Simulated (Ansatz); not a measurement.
Born–Oppenheimer molecular dynamics of AlClH$_{5}$P (8 atoms, charge 0, multiplicity 1). It starts at the highest image of a converged band. Of that band: The profile has 2 maxima (images 2, 5) with wells between them (image 4): this band takes more than one step, which may be the mechanism or a detour left from its start path. Neighbouring images differ by up to 1.3 eV, so the band resolves the path poorly. A vibrational analysis at the climbing image gives one clearly imaginary mode, 890i cm⁻¹: a first-order saddle point.

All numbers below come from Ansatz, RKS PBE/def2-SVP.

```json
{
  "ensemble": "NVE (velocity Verlet)",
  "time step": "0.5 fs",
  "steps asked": "200",
  "starting velocities drawn for": "300 K",
  "seed": "5898"
}
```

First frame:

```xyz
8
Properties=species:S:1:pos:R:3
Al 0.066 -0.110 0.179
Cl 0.619 0.727 2.091
H 1.218 -0.142 -0.935
H -1.488 -0.024 -0.202
P 0.141 -2.725 0.916
H -0.292 -3.010 -0.391
H 1.504 -2.468 1.141
H -0.799 -2.311 1.873
```

Q: What does the run give?

A: All steps were run.

```json
{
  "steps done": "200",
  "time covered": "100 fs",
  "mean temperature over the second half": "831 K",
  "spread of the potential energy over the second half": "49.0 meV per atom",
  "mean potential energy of the second half above the start": "-51.5 meV per atom"
}
```

The conserved energy stayed within 0.21 meV per atom of its start (net change 0.04 meV per atom), so the integration is sound. The kinetic energy rose, since the run started high on the potential surface and went downhill. A run of 0.1 ps of so small a system gives no equilibrium averages. The orbitals stay closed-shell, which can raise the energy where a bond breaks towards radicals; this wasn't checked here.

Q: What happens to the structure?

A: Between its relaxed ends the band would form Al1–P5. These pairs go: Al1–P5 2.72 → 2.66 Å. In the last frame they stand as after the step (other bonds may differ from the relaxed reactants and products). It ends as one piece, AlClH5P. Pairs count as bonded within 1.25 times the sum of covalent radii (0.12 Å more for H–H). This is one draw of velocities; another would differ in detail.

Q: How do temperature and energy run in time?

A: 
| time (fs) | T (K) | potential energy less start (eV) | conserved less start (meV/atom) |
| --- | --- | --- | --- |
| 0 | 300 | 0.000 | 0.00 |
| 3 | 215 | 0.067 | 0.09 |
| 6 | 260 | 0.031 | 0.07 |
| 9 | 444 | -0.111 | 0.08 |
| 12 | 801 | -0.388 | 0.08 |
| 15 | 1408 | -0.859 | 0.00 |
| 18 | 1845 | -1.200 | -0.20 |
| 21 | 1387 | -0.844 | -0.09 |
| 24 | 568 | -0.208 | 0.06 |
| 27 | 201 | 0.078 | 0.14 |
| 30 | 706 | -0.315 | 0.03 |
| 33 | 1518 | -0.946 | -0.17 |
| 36 | 1656 | -1.052 | -0.14 |
| 39 | 1228 | -0.719 | 0.00 |
| 42 | 753 | -0.351 | 0.00 |
| 45 | 347 | -0.035 | 0.13 |
| 48 | 279 | 0.016 | -0.03 |
| 51 | 121 | 0.140 | 0.13 |
| 54 | 339 | -0.030 | -0.02 |
| 57 | 432 | -0.101 | 0.10 |
| 60 | 850 | -0.426 | 0.03 |
| 63 | 1398 | -0.853 | -0.09 |
| 66 | 1539 | -0.961 | -0.08 |
| 69 | 1404 | -0.857 | -0.14 |
| 72 | 747 | -0.347 | 0.00 |
| 75 | 326 | -0.019 | 0.15 |
| 78 | 798 | -0.386 | -0.02 |
| 81 | 1403 | -0.856 | -0.08 |
| 84 | 1681 | -1.072 | -0.17 |
| 87 | 1266 | -0.749 | 0.00 |
| 90 | 749 | -0.348 | 0.06 |
| 93 | 383 | -0.063 | 0.08 |
| 96 | 243 | 0.045 | 0.09 |
| 99 | 345 | -0.035 | 0.03 |

Run time: 7.3 min on 1 thread of Arm Neoverse V1 (shared host), peak memory 0.14 GiB.
